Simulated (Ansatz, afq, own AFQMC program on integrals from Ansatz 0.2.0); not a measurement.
AFQMC on a folder of integrals that Ansatz 0.2.0 wrote.

```yaml
crystal:
  periodic: [false, false, false]
  atoms:
    - {symbol: B, position_ang: [0.000000, 0.000000, 0.758542]}
    - {symbol: O, position_ang: [0.000000, 0.000000, -0.694310]}
    - {symbol: H, position_ang: [0.000000, 1.191007, 1.442519]}
    - {symbol: H, position_ang: [0.000000, -1.191007, 1.442519]}
basis:
  gaussian: {orbitals: cc-pVDZ}
magnetization: {spin_polarized: true, initial_magnetization: 1}
correlation: {method: ccsd_t, electrons: outside_noble_gas, hamiltonian_folder: ham}
```

```sh
$ ansatz run in.yaml --threads 1 --pin off --events-out ev --progress --plain --max-ram 1382MiB
```

afq runs on the folder ham with

```
--method phaseless --trial cisd --walkers 60 --populations 1 --least-time 40 --time-step 0.005 --steps-per-block 50 --equilibration-blocks 28 --max-blocks 300 --target-error 0.0004 --factor-cut 1e-05 --start spin_pure --seed 9457 --release-times 0.24,0.51,0.99,1.62,2.4 --release-step 0.03 --release-every 4 --taylor-order 6
```

Times are imaginary, in 1/Eh. The walk had a cap of 1172 s.

Log:

```
orbitals 36  electrons 6 5  factors 270 of 344
reference energy -100.67406070 Eh
CCSD correlation -0.26617624 Eh in 15 cycles, weight of the determinant in the CISD state 0.8712
energy of the start -100.939984 Eh
 block  time / (1/Eh)  mean weight  energy / Eh
     1     0.250  0.9988  -100.937209
     2     0.500  1.0006  -100.940944
     3     0.750  1.0000  -100.942874
     4     1.000  1.0011  -100.946607
     5     1.250  1.0020  -100.946471
     8     2.000  0.9996  -100.952666
    17     4.250  1.0007  -100.951918
    41    10.250  0.9989  -100.949071
    65    16.250  0.9974  -100.954679
    89    22.250  1.0002  -100.949757
   113    28.250  0.9996  -100.950003
   137    34.250  0.9975  -100.944906
   161    40.250  1.0011  -100.945577
   177    44.250  0.9999  -100.938986
   185    46.250  0.9992  -100.946207
   209    52.250  1.0013  -100.948530
   233    58.250  0.9977  -100.962022
   249    62.250  0.9979  -100.964477
   257    64.250  1.0016  -100.943078
   281    70.250  0.9965  -100.943730
   305    76.250  1.0012  -100.948110
   321    80.250  0.9973  -100.943480
blocks merged  error / Eh  count
     1  0.000334  300
     2  0.000403  150
     4  0.000489  75
     8  0.000538  37
    16  0.000482  18
    32  0.000493  9
released: time / (1/Eh)  energy / Eh  error  mean overlap
  0.24  -100.947433  0.000578  1.0154
  0.51  -100.947827  0.000522  1.0135
  0.99  -100.949380  0.000621  1.0094
  1.62  -100.949739  0.000674  1.0008
  2.40  -100.949607  0.000889  1.0320
energy -100.948819 +/- 0.000538 Eh
(rows thinned)
```

The run passed its tests (sampling time, drift between the halves within three errors, error under three times the target), which doesn't prove that it has relaxed.

Against this walk (error 14.6 meV) on the same determinant: CCSD(T) 36.8 meV higher, CCSDT(Q) 22.4 meV lower (within the noise). The error is statistical and leaves out the bias of the constraint. Released to 2.40 1/Eh the energy moves by -21 ± 28 meV (both errors), within twice the noise.

Cautions: constraint bias not in the error; error above the target (14.6 against 10.9 meV).

The walk took 5.2 min on 1 thread of Intel(R) Xeon(R) 6975P-C (Granite Rapids), on a shared host. The log's last line is the phaseless energy.

CCSDT and higher add their correlation energy to the determinant of the CCSD(T) run, since their own runs factorise the integrals more tightly (a shift of under 2 meV). A walk keeps the symmetry of its determinant, which the program's search chose and which needn't be the lowest solution, so a lower state of the same spin and another symmetry isn't excluded.
